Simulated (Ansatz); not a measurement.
Predict the output of the script below (Ansatz 0.2.0, Python API).

`energy_c2h4fno.py`:
```python
# -*- coding: utf-8 -*-
from pathlib import Path

import ansatz
import numpy as np

GEOMETRY = '''
N     1.21090   -0.10320    0.34210
C    -0.08550   -0.12360   -0.23300
O    -0.11590   -0.49970   -1.55640
C    -1.15960    0.14390    0.38490
F    -1.27720    0.50320    1.66310
H     1.10590    0.34390    1.27310
H     1.81190    0.52440   -0.22390
H     0.81370   -0.92830   -1.66200
H    -2.21570    0.09320   -0.00490
'''

system = ansatz.Crystal.molecule()
for line in GEOMETRY.strip().splitlines():
    symbol, *xyz = line.split()
    system = system.atom(symbol, [float(v) for v in xyz])

model = system.calculation()
model = model.basis(gaussian='def2-TZVP')
model = model.functional('R2SCAN0')
model = model.forces().orbitals()
outcome = model.run(threads=1, runs_dir='c2h4fno_runs')
rep = outcome.report

for key in ('converged', 'free_energy_ev', 'reference_energy_ev', 'n_frozen', 'n_occupied', 'n_virtual'):
    print(f'{key:22s} {rep[key]}')

state = rep['mean_field']['state']
print(f'mean field: {state["energy"]["hartree"]:.7f} Ha, <S^2> = {abs(state["spin_squared"]):.4f}, stability: {state.get("stability", {}).get("kind")}')

symbols = [site.symbol for site in system.cartesian_sites]
forces = np.array(rep['forces_ev_ang'])
print('largest force', round(float(np.linalg.norm(forces, axis=1).max()), 4), 'eV/A, rms', round(float(np.sqrt((forces ** 2).mean())), 4))

charges = rep['charge_distribution']
print('dipole moment', round(4.803205 * float(np.linalg.norm(charges['dipole_moment_e_ang'])), 3), 'D')
print('Mulliken:', [(s, round(q, 3)) for s, q in zip(symbols, charges['mulliken_charges_e'])])

lines = Path(rep['orbitals_path']).read_text().splitlines()
field_of = lambda key: [line.split('=')[1].strip() for line in lines if line.startswith(key)]
orbitals = [(27.211386 * float(e), s, float(n)) for e, s, n in zip(field_of('Ene='), field_of('Spin='), field_of('Occup='))]
homo = max(e for e, _, n in orbitals if n > 0.5)
lumo = min(e for e, _, n in orbitals if n < 0.5)
for e, spin, n in sorted(orbitals):
    if homo - 6 < e < lumo + 5:
        print(f'{spin:6s} {e:10.3f} eV  occupation {n:.0f}')
```

```console
$ python energy_c2h4fno.py
converged              True
free_energy_ev         -8389.768093559032
reference_energy_ev    -8389.768093559032
n_frozen               0
n_occupied             [20, 20]
n_virtual              [159, 159]
mean field: -308.3182906 Ha, <S^2> = 0.0000, stability: minimum
largest force 6.2528 eV/A, rms 1.7643
dipole moment 2.264 D
Mulliken: [('N', -0.525), ('C', 0.246), ('O', -0.444), ('C', 0.005), ('F', -0.237), ('H', 0.253), ('H', 0.246), ('H', 0.335), ('H', 0.122)]
Alpha     -12.015 eV  occupation 2
Alpha     -11.263 eV  occupation 2
Alpha     -10.709 eV  occupation 2
Alpha      -9.194 eV  occupation 2
Alpha      -6.479 eV  occupation 2
Alpha       0.995 eV  occupation 0
Alpha       1.457 eV  occupation 0
Alpha       2.224 eV  occupation 0
Alpha       3.044 eV  occupation 0
Alpha       3.352 eV  occupation 0
Alpha       4.193 eV  occupation 0
Alpha       4.795 eV  occupation 0
```

Caveats:
- Total energies depend on the basis set; only differences at equal settings carry meaning.
- The geometry is a force-field or estimated start, not a minimum of this method, and the basis set is short of its limit.
- Alpha marks a spatial orbital of a restricted run, filled by both spins.
- Levels such as HOMO and LUMO are orbital energies: with these approximate functionals they aren't the ionisation energy and electron affinity, and their gap isn't the fundamental gap.
- Wall time of the script: 11 s on 1 thread of Intel(R) Xeon(R) Platinum 8259CL CPU @ 2.50GHz (Skylake/Cascade Lake), with other jobs on the host, peak memory 0.43 GiB.

(A comment or docstring line of the script was reworded after the run, the code is as it ran; lines on the test bed's own set-up are left out of the output.)
